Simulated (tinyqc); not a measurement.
Orbital energy against energy difference: ionisation energy by orbital energies and by energy differences in the cc-pvdz basis, for HF, spin multiplicity 1. Computed by the program tinyqc with PySCF. The cation is unrestricted; errors are against CCSD(T) in this basis, not against experiment.

Geometry (angstrom):

| atom | x | y | z |
|---|---|---|---|
| F | 0.0000 | 0.0000 | 0.0000 |
| H | 0.0000 | 0.0000 | 0.9030 |

CCSD(T) difference in the same basis = 15.4975 eV

IP-EOM-CCSD = 15.2615 eV

First vertical ionisation energy (eV):

| method | -e(HOMO) | E(cation) - E | error of -e(HOMO) | error of the difference |
|---|---|---|---|---|
| HF | 17.1515 | 14.224287 | 1.6540 | -1.2732 |
| LDA | 8.4664 | 16.241291 | -7.0311 | 0.7438 |
| PBE | 8.3406 | 15.820704 | -7.1569 | 0.3232 |
| B3LYP | 10.3862 | 15.871304 | -5.1113 | 0.3738 |
| PBE0 | 10.8291 | 15.742781 | -4.6684 | 0.2453 |
| CAM-B3LYP | 12.3349 | 15.860889 | -3.1626 | 0.3634 |
| LC-wPBE | 13.6817 | 15.924160 | -1.8158 | 0.4267 |

What does the comparison show, and why?

Koopmans errs by +1.65 eV and Delta-HF by -1.27 eV: relaxation, 2.93 eV, lowers the value and the missing correlation difference works against it. The PBE level is off by -7.2 eV through the wrong tail of its potential, though its energy difference is off by +0.32 eV; exact exchange deepens the level, and among the orbital energies HF comes closest; among the differences PBE0 does.
